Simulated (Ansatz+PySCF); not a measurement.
**singlet BH: levels of theory in one basis**

```xyz
2

B     0.0000    0.0000   -0.2818
H     0.0000    0.0000    1.4089
```

Basis set: 6-31G (spherical functions). Correlated methods keep 1 orbital frozen. Charge 0, multiplicity 1.

Computed with Ansatz (development build ahead of 0.2.0); each method stands on the lowest determinant of its kind that the runs found.

```tsv
method	E − E(RHF) (eV)	<S²> of the determinant
RHF	0.00	0.00
UHF	-0.07	0.31
RHF-MP2	-1.19	–
RHF-CCSD	-2.00	–
UHF-CCSD	-2.00	0.31
RHF-CCSD(T)	-2.02	–
UHF-CCSD(T)	-2.02	0.31
full CI (lowest root of this spin)	-2.03	–
```

Question: What does UHF-MP2 give on the same scale?

Answer: -1.08 eV.

At such a shape the full CI root can have another spatial symmetry than the determinants, so the rows needn't describe one state.

Question: Is a single determinant a sound starting point here?

Answer: Only with care. Unrestricted orbitals gain 0.07 eV and <S²> is 0.31 against 0.00 for a pure state, so spin symmetry breaks but gains little energy; restricted orbitals can still serve.

Caution for UHF, UHF-MP2, UHF-CCSD, UHF-CCSD(T): the unrestricted determinant is spin contaminated. Caution for RHF-MP2, UHF-MP2, RHF-CCSD, UHF-CCSD, RHF-CCSD(T), UHF-CCSD(T): bonds are stretched, where a single reference can fail. Caution for UHF-MP2: another reference gives a lower total.
